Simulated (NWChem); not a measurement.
isobutene (C4H8); SMILES C=C(C)C

Program: NWChem. Pople sets run with spherical d functions. Structure relaxed at the PBE0/def2-SVP level. Static field.

Q: Estimate the computed values for LC-BLYP (range parameter 0.33 per bohr)/6-31+G*. Quantities: isotropic polarisability (bohr³); anisotropy (bohr³).

A: The isotropic polarisability (bohr³) comes out as 48.9 and the anisotropy (bohr³) comes out as 20.7.
